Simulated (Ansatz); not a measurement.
**CCSDT(Q)/STO-3G run of [CF3]+ (SMILES F[C+](F)F)**

What is the vertical ionisation energy of [CF3]+ at CCSDT(Q)/STO-3G? 

Program for the calculation: Ansatz 0.2.0.

5 further runs of the same task are left out: 5 that didn't finish.

### Step 1. Starting point

The species is [CF3]+ (4 atoms), meant as a singlet with charge +1. SMILES: `F[C+](F)F`. Geometry: relaxed at PBE0-D4/def2-TZVP.

Bond lengths: F1–C2 1.230 Å, C2–F3 1.230 Å, C2–F4 1.230 Å. Angles: F1–C2–F3 120.0°, F1–C2–F4 120.0°, F3–C2–F4 120.0°.

### Step 2. A single-point energy at CCSDT(Q)/STO-3G

Input file in.yaml:

```yaml
crystal:
  periodic: [false, false, false]
  atoms:
    - {symbol: F, position_ang: [0.698600, -0.114600, 1.005400]}
    - {symbol: C, position_ang: [0.000000, 0.000000, -0.000000]}
    - {symbol: F, position_ang: [-0.609500, -0.973400, -0.439400]}
    - {symbol: F, position_ang: [-0.089000, 1.088000, -0.566000]}
basis:
  gaussian:
    orbitals: STO-3G
correlation:
  method: ccsdt_q
  frozen_orbitals: {C: 1, F: 1}
scf:
  omitted_lower_state_checks: [cluster_reference, increment]
total_charge: 1
accuracy: high
```

Command:

```bash
$ ansatz run in.yaml --threads 1 --pin off --max-ram 2610MiB --events-out events.jsonl --progress --plain --runs-dir runs
```

What it wrote (excerpt; [...] marks lines left out):

```text
Warning: RAYON_NUM_THREADS=1 ignored (pool sized by the plan → 1); use --threads N
Functional definition: HF
  name "HF"
[...]
369 factors; integrals over basis functions are off by at most 3.3e-8 eV
[...]
mean field -9012.70965429 eV, -331.2109707610 hartree, gradient 1.1e-8 eV, S^2 0.000000; 0 other end points of the search recorded, 0 dependent functions left out
4 core orbitals not correlated: weight in the atoms' cores, before any rotation towards them, 1.000 or more for the frozen orbitals, at most 0.000 for the correlated occupied ones
reference -9012.70965429 eV, -331.2109707610 hartree; 12, 12 occupied and 4, 4 virtual orbitals, 369 factors
second order -3.79215931 eV of doubles, -0.00000000 eV of singles
cycle   1  -3.87002364 eV  change   -7.8e-2 eV  update   1.1e-1
[...]
cycle  22  -4.55687108 eV  change   8.3e-10 eV  update  5.0e-10
perturbative correction -0.00739279 eV, -0.0002716800 hartree
Total energy: -9017.27391815 eV, -331.3787043643 hartree
Checks for a lower state left out: cluster_reference, increment
```

Run time: 0.5 s. Hardware: 1 thread of Arm Neoverse V2, shared host.

### Step 3. Doublet [CF3]2+, same level

Input file molecule.yaml:

```yaml
crystal:
  periodic: [false, false, false]
  atoms:
    - {symbol: F, position_ang: [0.698600, -0.114600, 1.005400]}
    - {symbol: C, position_ang: [0.000000, 0.000000, -0.000000]}
    - {symbol: F, position_ang: [-0.609500, -0.973400, -0.439400]}
    - {symbol: F, position_ang: [-0.089000, 1.088000, -0.566000]}
basis:
  gaussian:
    orbitals: STO-3G
total_charge: 2
magnetization:
  spin_polarized: true
  initial_magnetization: 1
correlation:
  method: ccsdt_q
  frozen_orbitals: {C: 1, F: 1}
accuracy: high
scf:
  omitted_lower_state_checks: [cluster_reference, increment]
```

Command:

```bash
$ ansatz run molecule.yaml --threads 1 --pin off --max-ram 2610MiB --events-out events.jsonl --progress --plain --runs-dir runs
```

What it wrote (excerpt; [...] marks lines left out):

```text
Warning: RAYON_NUM_THREADS=1 ignored (pool sized by the plan → 1); use --threads N
Functional definition: HF
  name "HF"
[...]
369 factors; integrals over basis functions are off by at most 3.3e-8 eV
[...]
mean field -8989.59792070 eV, -330.3616302175 hartree, gradient 2.8e-8 eV, S^2 1.054033; 16 other end points of the search recorded, 0 dependent functions left out
4 core orbitals not correlated: weight in the atoms' cores, before any rotation towards them, 1.000 or more for the frozen orbitals, at most 0.000 for the correlated occupied ones
reference -8989.59792070 eV, -330.3616302175 hartree; 12, 11 occupied and 4, 5 virtual orbitals, 369 factors
second order -3.62707942 eV of doubles, -0.00000000 eV of singles
cycle   1  -4.07051456 eV  change   -4.4e-1 eV  update   1.2e-1
[...]
cycle  86  -5.19016755 eV  change   -1.5e-9 eV  update   2.7e-9
perturbative correction -0.00876589 eV, -0.0003221406 hartree
Total energy: -8994.79685415 eV, -330.5526874976 hartree
Checks for a lower state left out: cluster_reference, increment
```

Run time: 5.4 s. Hardware: 1 thread of Arm Neoverse V2, shared host; peak memory 0.18 GiB.

### Step 4. Summary of results

Level: CCSDT(Q)/STO-3G, 4 core orbitals frozen.

```
                                                    quantity          value
                                singlet [CF3]+: total energy  -331.37870 Eh
 singlet [CF3]+: correlation energy (4 core orbitals frozen)     -167.7 mEh
                               singlet [CF3]+: T1 diagnostic          0.016
                               doublet [CF3]2+: total energy  -330.55269 Eh
doublet [CF3]2+: correlation energy (4 core orbitals frozen)     -191.1 mEh
          doublet [CF3]2+: ⟨S²⟩ of the reference determinant          1.054
                              doublet [CF3]2+: T1 diagnostic          0.038
        vertical ionisation energy (to the doublet dication)      22.477 eV
```

What this shows: The vertical ionisation energy comes to 22.48 eV (2169 kJ/mol). In a minimal basis such a difference can be off by several eV, whatever the method. ⟨S²⟩ (doublet [CF3]2+) is 1.05 where a pure doublet has 0.75: the reference is spin-contaminated.
